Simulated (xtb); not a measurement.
Input for xtb: GFN2-xTB on ClCH3Clcomp, charge -1. Charge -1.

```
$ xtb mol.xyz --gfn 2 --sp --chrg -1 --uhf 0
6

Cl     0.00000000     0.00000000    -2.38473500
C      0.00000000     0.00000000    -0.56633100
H      0.00000000     1.02506600    -0.22437900
H     -0.88773400    -0.51253300    -0.22437900
H      0.88773400    -0.51253300    -0.22437900
Cl     0.00000000     0.00000000     2.62421300
```

Program output:

```
[...]
           -------------------------------------------------
          |                Calculation Setup                |
           -------------------------------------------------



molecular fragmentation (1/2 indicates fragments):
111112
# atoms in fragment 1/2:     5     1
 fragment masses (1/2) :       50.49       35.45
CMA distance (Bohr)    :   8.404
constraining FC (au)   :  0.0500

           -------------------------------------------------
          |                 G F N 2 - x T B                 |
           -------------------------------------------------

        Reference                      10.1021/acs.jctc.8b01176
      * Hamiltonian:
        H0-scaling (s, p, d)           1.850000    2.230000    2.230000
        zeta-weighting                 0.500000
      * Dispersion:
        s8                             2.700000
        a1                             0.520000
        a2                             5.000000
        s9                             5.000000
      * Repulsion:
        kExp                           1.500000    1.000000
        rExp                           1.000000
      * Coulomb:
        alpha                          2.000000
        third order                    shell-resolved
        anisotropic                    true
        a3                             3.000000
        a5                             4.000000
        cn-shift                       1.200000
        cn-exp                         4.000000
        max-rad                        5.000000


          ...................................................
          :                      SETUP                      :
          :.................................................:
          :  # basis functions                  27          :
          :  # atomic orbitals                  25          :
          :  # shells                           11          :
          :  # electrons                        22          :
          :  max. iterations                   250          :
          :  Hamiltonian                  GFN2-xTB          :
          :  restarted?                      false          :
          :  GBSA solvation                  false          :
          :  PC potential                    false          :
          :  electronic temp.          300.0000000     K    :
          :  accuracy                    1.0000000          :
          :  -> integral cutoff          0.2500000E+02      :
          :  -> integral neglect         0.1000000E-07      :
          :  -> SCF convergence          0.1000000E-05 Eh   :
          :  -> wf. convergence          0.1000000E-03 e    :
          :  Broyden damping             0.4000000          :
          :  net charge                         -1          :
          :  unpaired electrons                  0          :
          ...................................................

 iter      E             dE          RMSdq      gap      omega  full diag
   1    -12.9838559 -0.129839E+02  0.600E+00    7.42       0.0  T
   2    -13.0649282 -0.810723E-01  0.331E+00    4.79       1.0  T
   3    -13.0666703 -0.174215E-02  0.184E+00    4.34       1.0  T
   4    -13.0670100 -0.339650E-03  0.289E-01    3.54       1.0  T
   5    -13.0671047 -0.946824E-04  0.193E-01    3.59       1.0  T
   6    -13.0671559 -0.511959E-04  0.180E-01    3.54       1.0  T
   7    -13.0672373 -0.814677E-04  0.360E-02    3.53       1.1  T
   8    -13.0672379 -0.606859E-06  0.271E-02    3.52       1.5  T
   9    -13.0672397 -0.172267E-05  0.852E-03    3.52       4.8  T
  10    -13.0672398 -0.146261E-06  0.535E-04    3.52      76.3  T
  11    -13.0672398 -0.386128E-09  0.284E-04    3.52     144.0  T

   *** convergence criteria satisfied after 11 iterations ***

         #    Occupation            Energy/Eh            Energy/eV
      -------------------------------------------------------------
         1        2.0000           -0.9421563             -25.6374
       ...           ...                  ...                  ...
         5        2.0000           -0.3809216             -10.3654
         6        2.0000           -0.3749765             -10.2036
         7        2.0000           -0.3025528              -8.2329
         8        2.0000           -0.3025528              -8.2329
         9        2.0000           -0.1876081              -5.1051
        10        2.0000           -0.1863934              -5.0720
        11        2.0000           -0.1863934              -5.0720 (HOMO)
        12                         -0.0571180              -1.5543 (LUMO)
        13                          0.1379500               3.7538
        14                          0.1379500               3.7538
        15                          0.1411610               3.8412
        16                          0.1411610               3.8412
       ...                                ...                  ...
        25                          0.3516897               9.5700
      -------------------------------------------------------------
                  HL-Gap            0.1292754 Eh            3.5178 eV
             Fermi-level           -0.1217557 Eh           -3.3131 eV

 SCC (total)                   0 d,  0 h,  0 min,  0.007 sec
 SCC setup                      ...        0 min,  0.000 sec (  3.186%)
 Dispersion                     ...        0 min,  0.000 sec (  0.733%)
 classical contributions        ...        0 min,  0.000 sec (  0.421%)
 integral evaluation            ...        0 min,  0.001 sec ( 14.490%)
 iterations                     ...        0 min,  0.004 sec ( 59.547%)
 molecular gradient             ...        0 min,  0.001 sec ( 19.482%)
 printout                       ...        0 min,  0.000 sec (  1.688%)

         :::::::::::::::::::::::::::::::::::::::::::::::::::::
         ::                     SUMMARY                     ::
         :::::::::::::::::::::::::::::::::::::::::::::::::::::
         :: total energy             -13.009965529916 Eh    ::
         :: gradient norm              0.020111806883 Eh/a0 ::
         :: HOMO-LUMO gap              3.517763532348 eV    ::
         ::.................................................::
         :: SCC energy               -13.067240806540 Eh    ::
         :: -> isotropic ES            0.154781121761 Eh    ::
         :: -> anisotropic ES         -0.001394233369 Eh    ::
         :: -> anisotropic XC          0.002012068409 Eh    ::
         :: -> dispersion             -0.002428268329 Eh    ::
         :: repulsion energy           0.057275276624 Eh    ::
         :: add. restraining           0.000000000000 Eh    ::
         :: total charge              -1.000000000000 e     ::
         :::::::::::::::::::::::::::::::::::::::::::::::::::::

           -------------------------------------------------
          |                Property Printout                |
           -------------------------------------------------

    * Orbital Energies and Occupations

         #    Occupation            Energy/Eh            Energy/eV
      -------------------------------------------------------------
         1        2.0000           -0.9421563             -25.6374
         2        2.0000           -0.7842790             -21.3413
         3        2.0000           -0.4808806             -13.0854
         4        2.0000           -0.3809216             -10.3654
         5        2.0000           -0.3809216             -10.3654
         6        2.0000           -0.3749765             -10.2036
         7        2.0000           -0.3025528              -8.2329
         8        2.0000           -0.3025528              -8.2329
         9        2.0000           -0.1876081              -5.1051
        10        2.0000           -0.1863934              -5.0720
Note: The following floating-point exceptions are signalling: IEEE_UNDERFLOW_FLAG IEEE_DENORMAL
normal termination of xtb
        11        2.0000           -0.1863934              -5.0720 (HOMO)
        12                         -0.0571180              -1.5543 (LUMO)
        13                          0.1379500               3.7538
        14                          0.1379500               3.7538
        15                          0.1411610               3.8412
        16                          0.1411610               3.8412
        17                          0.2333528               6.3499
        18                          0.2926923               7.9646
        19                          0.3402386               9.2584
        20                          0.3402387               9.2584
        21                          0.3436932               9.3524
        22                          0.3438827               9.3575
       ...                                ...                  ...
        25                          0.3516897               9.5700
      -------------------------------------------------------------
                  HL-Gap            0.1292754 Eh            3.5178 eV
             Fermi-level           -0.1217557 Eh           -3.3131 eV

     #   Z          covCN         q      C6AA      α(0)
     1  17 Cl       0.884    -0.266   107.588    15.868
     2   6 C        3.661     0.004    20.784     6.541
     3   1 H        0.926     0.085     1.932     2.173
     4   1 H        0.926     0.085     1.932     2.173
     5   1 H        0.926     0.085     1.932     2.173
     6  17 Cl       0.000    -0.992   126.692    17.130

 Mol. C6AA /au·bohr⁶  :        920.674215
 Mol. C8AA /au·bohr⁸  :      31916.146083
 Mol. α(0) /au        :         46.059766


Wiberg/Mayer (AO) data.
largest (>0.10) Wiberg bond orders for each atom

 ---------------------------------------------------------------------------
     #   Z sym  total        # sym  WBO       # sym  WBO       # sym  WBO
 ---------------------------------------------------------------------------
     1  17 Cl   0.954 --     2 C    0.931
     2   6 C    3.898 --     3 H    0.986     4 H    0.986     5 H    0.986
                             1 Cl   0.931
     3   1 H    0.993 --     2 C    0.986
     4   1 H    0.993 --     2 C    0.986
     5   1 H    0.993 --     2 C    0.986
     6  17 Cl   0.015
 ---------------------------------------------------------------------------

Topologies differ in total number of bonds
Writing topology from bond orders to xtbtopo.mol

molecular dipole:
                 x           y           z       tot (Debye)
 q only:        0.000       0.000      -3.834
   full:       -0.000       0.000      -3.502       8.900
molecular quadrupole (traceless):
                xx          xy          yy          xz          yz          zz
 q only:       15.115      -0.000      15.115      -0.000      -0.000     -30.231
  q+dip:       16.549      -0.000      16.549      -0.000       0.000     -33.098
   full:       16.020      -0.000      16.020      -0.000       0.000     -32.039


           -------------------------------------------------
          | TOTAL ENERGY              -13.009965529916 Eh   |
          | GRADIENT NORM               0.020111806883 Eh/α |
          | HOMO-LUMO GAP               3.517763532348 eV   |
           -------------------------------------------------

------------------------------------------------------------------------
------------------------------------------------------------------------
 total:
 SCF:
```

The run finished.

Cost: very roughly 0.07 core-seconds.
